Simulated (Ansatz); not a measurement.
## Worked example: correlation energy of SiCl, sextet

Geometry: that of the SiCl, quartet, kept fixed. The doublet lies 9.8 eV lower here.

```xyz
2

Si    0.0000    0.0000    0.0000
Cl    0.0000    0.0000    2.0579
```

Basis 6-31G; Ansatz 0.2.0. Correlated methods freeze the noble-gas cores, which leaves 11 electrons in 16 orbitals. R marks a restricted (for open shells ROHF) determinant, U an unrestricted one.

Full CI is exact within this basis and frozen core; it isn't the basis-set limit. The frozen core follows each run's orbitals, which can shift R against U totals by a few meV.

UCCSD has a T1 diagnostic of 0.009 and a largest doubles amplitude of 0.03.

Runs differ by some tens of microhartree through their thresholds and, for an open shell, their frozen cores, so the step to full CI, which has another core, is uncertain by up to 0.1 kcal/mol.

```json
{"level": "UHF", "total energy (hartree)": "-748.019285"}
{"level": "UMP2", "total energy (hartree)": "-748.053206"}
{"level": "UCCSD", "total energy (hartree)": "-748.062046"}
{"level": "UCCSD(T)", "total energy (hartree)": "-748.062538"}
{"level": "UCCSDT", "total energy (hartree)": "-748.062680"}
{"level": "UCCSDT(Q)", "total energy (hartree)": "-748.062656"}
{"level": "UCCSDTQ", "total energy (hartree)": "-748.062655"}
{"level": "full CI", "total energy (hartree)": "-748.062642"}
```

**Question.** What is the correlation energy at full CI, and what share of it do UMP2 and UCCSD recover?

**Answer.** E(corr) = -748.062642 − (-748.019285) = -0.043357 hartree = -1.180 eV. UMP2: -0.033921 / -0.043357 = 78.24 %. UCCSD: -0.042761 / -0.043357 = 98.63 %.

**Question.** By how many kcal/mol does UCCSD(T) miss full CI (1 hartree = 627.509 kcal/mol), and which steps make up the rest?

**Answer.** -748.062538 − (-748.062642) = 0.000104 hartree = 0.07 kcal/mol. Steps: UCCSDT − UCCSD(T) = -0.09, UCCSDT(Q) − UCCSDT = 0.02, UCCSDTQ − UCCSDT(Q) = 0.00, full CI − UCCSDTQ = 0.01 kcal/mol. That is within 1 kcal/mol of the reference in this basis, which itself misses far more of the correlation at the basis-set limit.
